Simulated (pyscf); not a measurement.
PySCF, gas phase, ωB97X-D3(BJ)/def2-SVP geometries. Correlated levels are frozen-core, on RHF or UHF. ΔMP2 is the change of the MP2 total energy from the triple- to the quadruple-zeta basis.

For the elementary gas-phase step H₃C–InH–Cl -> H₃C–In [singlet] + HCl (singlet surface; Cl–In, H–In broken, Cl–H formed), what barrier and reaction energy does CCSD(T)/def2-TZVPP + ΔMP2(QZVPP) give, measured from the reactant's lowest minimum found?

ΔE‡ = 1.93 eV, ΔE = +1.29 eV. Zero-point energy shifts the barrier by -0.07 eV. It is a 1,1-elimination, with an imaginary mode of 1142i cm⁻¹. On the product side the descent ends in a complex, 0.20 eV under the separated species and 0.78 eV under the saddle at ωB97X-D3(BJ)/def2-TZVP. At ωB97X-D3(BJ)/def2-TZVP the barrier from the zero used here is 2.18 eV. One saddle was located; it need not be the lowest between these sides. The CCSD(T) − MP2 part came from Ansatz, without density fitting, on the same reference. The frozen core leaves the outer d or s,p core shells of the metals and heavy elements correlated in the MP2 and CC values, and def2-TZVPP describes them poorly, which can shift differences by a few kcal/mol. Elements past Kr carry the def2 core potentials, without spin-orbit coupling.
